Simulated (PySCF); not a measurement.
A geometry optimisation on thiopropynal, `C#CC=S`.

Method: PBE0/6-31+G* geometry optimisation, gas phase (PySCF 2.14.0). Start geometry: GFN2-xTB. The input is one job of a driver script: a line of settings, then coordinates in Å.

Input:
```
{"job": {"xc": "PBE0", "basis": "6-31+G*", "grid": 1, "kind": "geom"}, "charge": 0, "multiplicity": 1}
C      1.542056    -0.199507    -0.060413
C      0.359889     0.031537    -0.006518
C     -1.016107     0.241430     0.049004
S     -2.110732    -0.956426    -0.088169
H      2.575011    -0.382396    -0.105471
H     -1.346995     1.267351     0.189992
```

Output:
```
step   0  E = -513.30840743  max force = 0.015115
step   1  E = -513.30939999  max force = 0.003368
step   2  E = -513.30940348  max force = 0.001102
step   3  E = -513.30940988  max force = 0.001442
step   4  E = -513.30941151  max force = 0.000409
optimisation converged
```

Energies in Eh; «max force» is the largest Cartesian gradient component in Eh/bohr.

Question: How much energy does the optimisation release, in kJ/mol?

Answer: E(step 0) − E(last step) = 0.001004 Eh, which is 2.6 kJ/mol.

Question: Give the first gradient maximum in eV/Å.

Answer: With 1 Eh/bohr = 51.422 eV/Å, 0.777 eV/Å.

Main results: final energy -513.30941 Eh after 4 steps; dipole 2.44 D.

Question: Where do the atoms end?

Answer: 0.047 Å rms from the input after alignment:
```
atom  x, y, z in Å
C1     1.5460   -0.1914   -0.0757
C2     0.3450   -0.0203   -0.0287
C3    -1.0446    0.2230    0.0321
S4    -2.2031   -0.9178   -0.0762
H5     2.5980   -0.3743   -0.1207
H6    -1.3235    1.2733    0.1599
```

Hardware: one thread of an Arm Neoverse V1 (shared host). Cost: 7.0 s wall, 0.40 GiB resident at most.
Labels such as C1 count atoms from 1, the log's own numbers from 0.
